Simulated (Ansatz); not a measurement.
Species: C₂H₃F, SMILES `C=CF` (charge 0, multiplicity 1).

Problem. Give a relaxed geometry from CAM-B3LYP-D3(BJ)/def2-TZVP (Ansatz, a quantum-chemistry and plane-wave program).

Solution. the end point of this relaxation (outside a Z-matrix the atoms follow the SMILES, hydrogens last).
Z-matrix (Å, degrees):
```
C
C 1 1.3119
F 1 1.3412 2 122.05
H 2 1.0791 1 119.45 3 -180.00
H 2 1.0805 4 119.16 1 -180.00
H 1 1.0819 2 126.11 4 0.00
```
